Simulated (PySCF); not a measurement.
Homolysis of ethylene, bond by bond

Parent: ethylene, `C=C` (C2H4). Optimised structure (Å), atoms numbered from 1:
```
C    -0.6631   -0.0377   -0.0138
C     0.6653    0.0388   -0.0006
H    -1.2913    0.8473    0.1272
H    -1.1826   -0.9888   -0.1659
H     1.2934   -0.8461   -0.1415
H     1.1847    0.9899    0.1516
```

Energies: M06-2X/def2-TZVP (PySCF, density fitting, integration grid level 3) on PBE0-D3(BJ)/def2-SVP structures. Thermal corrections: PBE0-D3(BJ)/def2-SVP frequencies, unscaled, ideal gas at 298.15 K and 1 bar, quasi-RRHO entropy.

| bond | r / Å | radicals | BDE(298 K) / eV | BDFE / eV | D₀ / eV | Dₑ / eV |
| --- | --- | --- | --- | --- | --- | --- |
| C1–H | 1.094 | `[CH]=C` + H• | 4.72 | 4.32 | 4.65 | 5.05 |

Homolysis to relaxed radicals in the gas phase; the table need not hold every single bond outside rings.

Against the Active Thermochemical Tables (version 1.112): C1–H 463 (computed 455, error -7) kJ/mol.

Hardware: 1 thread of Intel Xeon Platinum 8259CL @ 2.50GHz, shared with other jobs. Command: `OMP_NUM_THREADS=1 python redox_run.py task.json out`. Structures, frequencies and single points: 48 s.

Differences come from unrounded values, so a last digit can differ from that of the printed terms.
